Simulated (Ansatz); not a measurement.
Results of LDA in Ansatz (plane waves, PAW) for bcc V.

Run with plane-wave cutoff 500 eV, 34×34×34 k mesh, Fermi–Dirac smearing 0.1 eV, no spin polarisation, scalar-relativistic PAW data made under PBE.

Computed at the level's own relaxed cell.

Q: Predict the volume per atom and lattice parameter a.

A: 
volume per atom: 12.54 Å³/atom
lattice parameter a: 2.927 Å

Measured, for comparison: equilibrium volume per atom 13.79 Å³/atom, lattice constant a 3.021 Å (static lattice: zero-point anharmonic expansion removed; as tabulated in Mejia-Rodriguez and Trickey (2018), arXiv:1807.09216). Computed (rounded) less measured: equilibrium volume per atom -9.1 %, lattice constant a -3.1 %.

Computing time: around 50 core-seconds (rough).

Ansatz is an electronic-structure program.
